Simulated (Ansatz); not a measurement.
**Structure relaxation of BaHf**

Theory: Ansatz, DFT PBE, scalar-relativistic, plane waves, PAW. Cutoff 420 eV, Γ-centred k mesh, Gaussian smearing, no spin polarisation in the final step.

A relaxed cell is given with its space group left out.

```yaml
crystal:
  lattice:
    - [3.43791, 0.00000, 0.00000]
    - [-1.71895, 2.97732, 0.00000]
    - [0.00000, 0.00000, 6.11356]
  atoms:
    - { symbol: Ba, position: [0.00000, 0.00000, 0.00000] }
    - { symbol: Hf, position: [0.66667, 0.33333, 0.50000] }
```

The zero of energy is the elements' standard structures at the same level; no fitted shifts are applied.

Q: What space group does it have?

A: P-6m2 (No. 187). Conventional cell: a = 3.438 Å, c = 6.114 Å. Ba is coordinated by 6 Ba at 3.44 Å and 6 Hf at 3.64 Å; around Hf lie 6 Hf at 3.44 Å and 6 Ba at 3.64 Å.

Q: How far does it lie from the elements in energy?

A: 0.83 eV/atom.

Q: Is it a metal?

A: Yes, bands cross the Fermi level on the 18×18×10 mesh.

The final run used a 18×18×10 mesh on its 2-atom cell and 0.10 eV smearing. For metals, differences of a few meV/atom aren't resolved. Spin–orbit coupling is left out. The cell came from a trial start, so BaHf may not exist in this structure.

Cost: 3 runs of about 3.1 core-minutes in all, on Arm Neoverse V2 (shared hosts).